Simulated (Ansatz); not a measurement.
ClFSi, SMILES `F[Si]Cl` from Hartree–Fock to CCSD(T)

```xyz
3

F     1.345    0.017   -0.295
Si    0.077    0.642    0.460
Cl   -1.421   -0.659   -0.165
```

Total charge 0; spin multiplicity 1. The structure was optimised at the PBE0-D4/def2-TZVP level. Frozen core, restricted reference, the Gaussian-basis code of Ansatz. CBS rows extrapolate triple and quadruple zeta.

| basis | HF (Eh) | MP2 corr. |
| --- | --- | --- |
| def2-SVP | -847.62479 | -0.39392 |
| def2-TZVPP | -848.02232 | -0.53422 |
| def2-QZVPP | -848.04899 | -0.58667 |
| cc-pV(D+d)Z | -847.95879 | -0.40172 |
| cc-pV(T+d)Z | -848.02975 | -0.53583 |
| cc-pV(Q+d)Z | -848.04640 | -0.58705 |

Question: Estimate the CCSD correlation energy and the (T) correction in each basis where they were run (hartree).

Answer: 
| basis | CCSD corr. | (T) |
| --- | --- | --- |
| def2-SVP | -0.41785 | -0.00892 |
| def2-TZVPP | -0.55869 | -0.02124 |
| def2-QZVPP | -0.60640 | -0.02534 |
| CBS(def2) | -0.64173 | -0.02837 |
| cc-pV(D+d)Z | -0.42666 | -0.00994 |
| cc-pV(T+d)Z | -0.55980 | -0.02144 |
| cc-pV(Q+d)Z | -0.60693 | -0.02528 |
| CBS(cc) | -0.64049 | -0.02802 |
